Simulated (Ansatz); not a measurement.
Species: hydrazine, N2H4 (charge 0, singlet). SMILES: NN
Structure (B3LYP-D3(BJ)/def2-TZVP (Ansatz, a program for electronic structure) minimum search):
```xyz
6

N     -0.0129     0.7139    -0.0827
N      0.0114    -0.7158    -0.0646
H      0.2269     1.1174     0.8176
H     -0.9512     1.0064    -0.3221
H     -0.2103    -1.0959     0.8505
H      0.9449    -1.0146    -0.3149
```

Property: vertical triplet-singlet gap (E(triplet) - E(singlet); each state is the SCF solution reached for its spin), in kcal/mol. Correlated levels leave the core frozen unless marked. UHF or UKS for open shells. No spin-orbit coupling. Non-relativistic. Basis-set limits of correlation are two-point, X^-3; Hartree-Fock from the larger set. [CCSD(T)-MP2]/basis is that difference in the basis named.

```tsv
level	program	vertical triplet-singlet gap (kcal/mol)
HF/aug-cc-pVDZ	Ansatz	116.5
HF/def2-TZVPPD	Ansatz	123.0
```

**Question.** Estimate the value at RI-MP2/CBS(def2-TZVPPD,def2-QZVPPD)+[CCSD(T)-MP2]/def2-TZVPPD as computed with Ansatz.

**Answer.** 144.8 kcal/mol, so HF/def2-TZVPPD differs from it by -21.8 kcal/mol.
